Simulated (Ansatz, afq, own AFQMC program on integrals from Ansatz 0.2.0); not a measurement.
## NH₄⁺, singlet: AFQMC among the cluster methods

```yaml
atoms:
  - { symbol: N, position_ang: [0.0199, -0.0199, 0.0200] }
  - { symbol: H, position_ang: [0.6102, 0.5724, 0.6102] }
  - { symbol: H, position_ang: [-0.5731, -0.6081, 0.6117] }
  - { symbol: H, position_ang: [-0.9244, 0.9254, -0.9327] }
  - { symbol: H, position_ang: [0.6114, -0.6135, -0.5676] }
```

Basis 6-31G. Only valence electrons are correlated. Integrals, coupled cluster, full CI and functionals: Ansatz 0.2.0; the random walks run on the same integrals in our own AFQMC program. The CISD trial takes its coefficients from CCSD amplitudes. Released means that phaseless walkers are propagated on without the constraint, phases kept. Error bars are statistical, one sigma.

Determinant: RHF, the one that the program's search chose, which needn't be the lowest solution. The geometry is a point of a scan.

Full CI on the same integrals is exact in this basis and with this determinant's frozen core.

Cautions: restricted determinant unstable towards unrestricted (UHF 3 meV lower, ⟨S²⟩ 0.06).

The T1 diagnostic is 0.0178, the weight of the determinant in the CISD state is 0.919 and the size of the correlated space is 8 electrons in 16 orbitals.

Reference: full CI, correlation energy -4.243 eV. The released energy is read at 2.40 1/Eh (meV from the phaseless value at times in 1/Eh: 3 ± 3 at 0.24, -2.7 ± 2.3 at 0.51, -1.1 ± 1.9 at 0.99, -4.1 ± 1.6 at 1.62, -3.2 ± 2.3 at 2.40).

| level | E − E(reference) (kJ/mol) | share of correlation (%) |
| --- | --- | --- |
| HF | 409.4 | 0.00 |
| MP2 | 57.3 | 86.00 |
| CCSD | 8.0 | 98.06 |
| CCSD(T) | 1.5 | 99.63 |
| CCSDT | 1.2 | 99.71 |
| CCSDT(Q) | -0.1 | 100.01 |
| CCSDTQ | 0.1 | 99.98 |
| ph-AFQMC/CISD | 0.2 ± 0.4 | 99.95 |
| released AFQMC | -0.1 ± 0.2 | 100.03 |

CCSDT and higher add their correlation energy to the determinant of the CCSD(T) run, since their own runs factorise the integrals more tightly (a shift of under 2 meV). A walk keeps the symmetry of its determinant, which the program's search chose and which needn't be the lowest solution, so a lower state of the same spin and another symmetry isn't excluded. Released energies are given only where the last usable release times agree within the noise; a slower fall can still hide under it.
